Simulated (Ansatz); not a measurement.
**Relaxing Si2Br**

Method: DFT PBE, scalar-relativistic, plane waves, PAW (Ansatz 0.2.0). Cutoff 420 eV, Γ-centred k mesh, Gaussian smearing, no spin polarisation in the final step.

The start puts Si2Br on the anti-quartz structure type (P3_121, No. 152), with Br in place of Si, Si in place of O, at a guessed volume.

```xyz
9
Lattice="6.1559 0.0000 0.0000 -3.0779 5.3311 0.0000 0.0000 0.0000 6.7723" Properties=species:S:1:pos:R:3 pbc="T T T"
Si    1.7175    1.4501    1.4425
Si    4.0413    0.7624    3.6999
Si    3.4750    3.1187    5.9574
Si    0.3971    2.2124    5.3298
Si   -1.3604    3.8811    3.0724
Si    0.9634    4.5688    0.8149
Br    2.8625    0.0000    2.2574
Br   -1.4312    2.4790    4.5149
Br    1.6467    2.8522    0.0000
```

Cell and atoms relax at zero pressure; the relaxation can't lower the symmetry of the start. After a coarse first stage the cell is made exact in the group found at 0.06 Å.

Energies over the elements count from the elements' standard structures at the same level, with no empirical corrections.

**Question.** Which crystal results?

**Answer.** It keeps P3_121 (No. 152), but not the shape of the type it started on. Conventional cell: a = 7.820 Å, c = 4.823 Å. Around Si lie 2 Si at 2.32–2.33 Å, 1 Br at 2.63 Å, 1 Si at 2.64 Å, 1 Si at 2.78 Å and 2 Si at 2.94 Å; Br has 2 Si at 2.63 Å.

```cif
data_structure
_symmetry_space_group_name_H-M 'P3_121'
_symmetry_Int_Tables_number 152
_cell_length_a 7.8204
_cell_length_b 7.8204
_cell_length_c 4.8229
_cell_angle_alpha 90.000
_cell_angle_beta 90.000
_cell_angle_gamma 120.000
_cell_volume 255.44
loop_
_atom_site_label
_atom_site_type_symbol
_atom_site_symmetry_multiplicity
_atom_site_Wyckoff_symbol
_atom_site_fract_x
_atom_site_fract_y
_atom_site_fract_z
_atom_site_occupancy
Si1 Si 6 c 0.15598 0.19963 0.26631 1
Br1 Br 3 a 0.53152 0.00000 0.33333 1
```

**Question.** What are its volume, energy, density and gap?

**Answer.** The volume per atom is 28.4 Å³ and the density is 2.7 g/cm³. The energy over the elements is 0.34 eV/atom. The gap on the 6×6×8 mesh is 0 eV (a metal).

The final run used a 6×6×8 mesh on its 9-atom cell and 0.10 eV smearing. The k mesh leaves about 4 meV/atom of noise in metals. Weakly bound directions are ill-defined at this level, which has no dispersion term. A structure relaxed within its symmetry needn't be a true minimum. The steps took of the order of 13 core-minutes in all.